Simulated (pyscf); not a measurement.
Single points on ωB97X-D3(BJ)/def2-SVP structures (PySCF, gas phase).

**Question.** For the elementary gas-phase step H₃C–CH₂–O–SiH₃ + H• → H₃C–CH₂–O–SiH₂• + H₂ (doublet surface; H–Si broken, H–H formed), what barrier and reaction energy does M06-2X/def2-TZVP give, measured from the separated reactants?

**Answer.** ΔE‡ = 21.3 kJ/mol, ΔE = -55.3 kJ/mol. ωB97M-D3(BJ)/def2-TZVP gives 18.0 kJ/mol and -45.5 kJ/mol. Zero-point energy shifts the barrier by -3.1 kJ/mol. It is a hydrogen abstraction, with an imaginary mode of 905i cm⁻¹. H₃C–CH₂–O–SiH₃ lies 75.7 kJ/mol over its isomer H₃C–CH₂–SiH₂–OH (electronic energy, ωB97M-D3(BJ)/def2-TZVP). H₃C–CH₂–O–SiH₂• lies 127.6 kJ/mol over its isomer H₃C–Si•(CH₃)–OH (electronic energy, ωB97M-D3(BJ)/def2-TZVP). One saddle was located; it need not be the lowest between these sides. The angle at the transferred H is 176°.
